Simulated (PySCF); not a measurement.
Compound: C₅H₁₂N (doublet state).
Structure used (GFN2-xTB), in Å, numbered top down from 1:
```xyz
18
C5H12N angstrom
C     -1.7669   -0.9731    0.5347
C     -0.7272   -0.0464    0.0211
C     -0.9795    1.4175    0.0812
C      0.6532   -0.5782   -0.1926
C      1.4426    0.1992   -1.2583
N      1.3597   -0.6233    1.1002
H     -2.7660   -0.6236    0.2746
H     -1.7210   -1.0493    1.6280
H     -1.6260   -1.9775    0.1390
H     -0.5311    1.8696    0.9752
H     -2.0485    1.6168    0.1165
H     -0.5597    1.9351   -0.7819
H      0.5742   -1.6249   -0.5169
H      1.6522    1.2120   -0.9197
H      2.3915   -0.2986   -1.4532
H      0.8810    0.2477   -2.1880
H      1.4755    0.3209    1.4550
H      2.2870   -1.0174    0.9732
```

The hyperfine couplings belong to this conformer and change with its torsions.

Identity: `C[C](C)[C@@H](C)N` [radical].

Level of theory: UKS B3LYP, pcH-1 on C H N, non-relativistic, mean-field spin-orbit, GIAO (PySCF). One conformer (not necessarily the lowest) at the GFN2-xTB geometry, without solvent, vibrations or thermal averaging. GFN2-xTB frequencies show an imaginary mode (39i cm⁻¹), so this geometry is no minimum at that level. A GFN2-xTB geometry isn't a minimum of the functional, and hyperfine couplings can be far from their values at a DFT geometry. Stability of the SCF solution: not tested.

What are g_iso and the isotropic 13C coupling of C2?

g_iso = 2.00262 and a = +111.48 MHz, or +3.977 mT (Mulliken spin population +0.98). 13C makes up about 1.07 % of the natural element, so this concerns labelled samples or satellites.

Take this nucleus alone (I = 1/2, g_N = 1.4048) with S = 1/2. Where do its 2 lines fall at 9.517 GHz to first order, to second order and exactly?

First order: B = B0 − a·mI with B0 = 339.540 mT. Second order subtracts a²[I(I+1) − mI²]/(2B0). The exact fields come from the Breit–Rabi levels of H = g μB B Sz − g_N μN B Iz + a S·I.

```
  mI  first order (mT)  second order (mT)  exact (mT)  exact − first order
−1/2           341.528            341.517     341.517               -0.012
+1/2           337.551            337.540     337.539               -0.012
```

Give the zero-field levels of this pair of spins.

F = I ± 1/2 = 1 and 0, at a·I/2 = +27.9 MHz and −a(I+1)/2 = -83.6 MHz, that is |a|(I + 1/2) = 111.5 MHz apart; F = 0 lies lower.

Other couplings of abundant isotopes, left aside here: 6 × 1H 70 MHz, 1 × 14N 33 MHz, 1 × 1H 22 MHz, 2 × 1H 8 MHz.

Nuclei that the bonding pattern makes equivalent are averaged, as if the motion that swaps them (rotation, inversion, ring flip) were fast. The six 1H nuclei of mean +69.6 MHz run from 12.3 to 143.6 MHz in the frozen geometry. The 1H value of +7.7 MHz is a mean of couplings from -3.2 to 18.5 MHz in this one geometry, not an average over conformers.
